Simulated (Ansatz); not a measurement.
**The standard entropy of C3H3N (SMILES [H]/N=C/C#C) from a frequency calculation**

A singlet with charge 0, relaxed at PBE0-D4/def2-TZVP (Ansatz 0.2.0):

```xyz
7

H     0.8417   -2.0150    1.2034
N     0.1029   -1.5295    0.6958
C     0.4966   -0.3710    0.3603
C    -0.3437    0.5280   -0.3653
C    -0.9963    1.3322   -0.9742
H     1.4912    0.0257    0.5945
H    -1.5925    2.0296   -1.5145
```

Harmonic wavenumbers in cm⁻¹: 233, 301, 622, 693, 707, 827, 943, 1116, 1245, 1417, 1700, 2232, 3055, 3479, 3489.

Masses in u: H 1.008, N 14.007, C 12.011. Take T = 298.15 K, p = 1 bar, R = 8.3145 J/(mol K), kT/hc = 207.22 cm⁻¹, rigid rotor and harmonic oscillator.

**Question.** Compute the standard molar entropy.

**Answer.** 
1. Translation (Sackur–Tetrode): S = R[3/2 ln M + 5/2 ln T − 1.1517] with M = 53.064 gives 158.4 J/(mol K).
2. Rotation: principal moments 7.800, 105.490, 113.290 u Å² give A, B, C = 2.1614, 0.1598, 0.1488 cm⁻¹; the symmetry number is σ = 1; q = (√π/σ)√((kT/hc)³/ABC) = 23322; S = R(ln q + 3/2) = 96.1.
3. Vibration: with u = ν̃/207.22, each mode gives R[u/(eᵘ − 1) − ln(1 − e⁻ᵘ)]; the sum is 19.7, most from 233 cm⁻¹ (7.8), 301 cm⁻¹ (5.9), 622 cm⁻¹ (1.7).
4. Electronic: R ln 1 = 0.0, from the spin multiplicity alone.
5. Sum: 158.4 + 96.1 + 19.7 + 0.0 = 274.2 J/(mol K).

No measured value is set beside it here. Where a soft mode is a torsion, a harmonic oscillator describes it poorly.
